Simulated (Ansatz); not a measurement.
OH⁻ ··· Si₂H₆

The pair of OH⁻ (SMILES [OH-], atoms 1–2) and Si₂H₆ (SMILES [SiH3][SiH3], atoms 3–10), both closed shells, in one local arrangement (a lower one may exist), relaxed at PBE0-D4/def2-TZVPD:

```xyz
10
angstrom
O 0.6225 0.3373 -2.5416
H 1.1174 -0.4223 -2.8593
Si 0.1966 0.1391 -0.8469
Si -0.4858 -0.0445 1.6123
H 1.6141 0.0052 -0.3365
H -0.5515 -1.1642 -1.0220
H -0.5099 1.4663 -0.8627
H 0.0059 1.0299 2.5721
H -0.0369 -1.3008 2.3448
H -1.9724 -0.0461 1.9399
```

Ansatz 0.2.0; basis: def2-TZVPPD, with def2-QZVPPD for the basis limit; cores frozen in the correlated methods. B3LYP uses VWN-RPA correlation. Extrapolation: Hartree–Fock as exp(−7.88 √X), correlation as X^−2.97. Interaction energies count from these two fragments, frozen as in the pair, with the counterpoise correction; negative means bound.

Task: What is the interaction energy by CCSD(T) at an estimated basis limit (MP2 extrapolated from triple and quadruple zeta, plus CCSD(T) − MP2 in triple zeta)? (An estimate is asked for; the value comes from the calculation.)

Result: Computed: -354.3 kJ/mol. Hartree–Fock alone gives -373.5 kJ/mol at the basis limit. It counts from the two fragments frozen as in the pair.

The same quantity by other methods in triple zeta, and each one's difference from that estimate:
| method | E_int (kJ/mol) | difference |
| --- | --- | --- |
| PBE-D4 | -330.6 | 23.7 |
| revPBE-D4 | -328.4 | 25.9 |
| BLYP-D4 | -316.8 | 37.5 |
| r2SCAN-D4 | -350.5 | 3.8 |
| B97M-V | -361.9 | -7.6 |
| PBE0-D4 | -357.3 | -3.1 |
| B3LYP-D4 | -341.9 | 12.4 |
| HSE06-D4 | -357.3 | -3.0 |
| wB97X-V | -354.6 | -0.3 |
| wB97M-V | -358.3 | -4.0 |
| B2PLYP | -334.6 | 19.6 |
| HF | -369.8 | -15.6 |
| MP2 | -338.3 | 16.0 |
| CCSD | -346.8 | 7.5 |
| CCSD(T) | -340.8 | 13.5 |
Differences are method less estimate.

Task: Which atoms make the shortest contact between the fragments?

Result: O1 and Si3, 1.76 Å apart.

Energy to bend the free fragments (PBE0-D4 minima) into their shapes in the pair, CCSD(T)/def2-TZVPPD: OH⁻ 0.1 kJ/mol; Si₂H₆ 135.5 kJ/mol. This must be added to the interaction energy to get the binding energy from relaxed fragments.

Basis-set superposition shift (counterpoise-corrected less uncorrected): CCSD(T) 9.6; MP2 9.8; HF 0.5; PBE0-D4 1.1; wB97M-V 0.8 kJ/mol.

The T1 diagnostic stays at or below 0.026.

For scale, one of the runs: CCSD(T)/def2-TZVPPD, 255 basis functions, launched by `ansatz run in.yaml --threads 4 --pin off --events-out ev --progress --plain --max-ram 9574MiB`. Time: 27 s of wall clock on 4 CPU threads of an Intel Xeon 6975P-C; the host was shared. Peak host memory: 5.9 GiB.
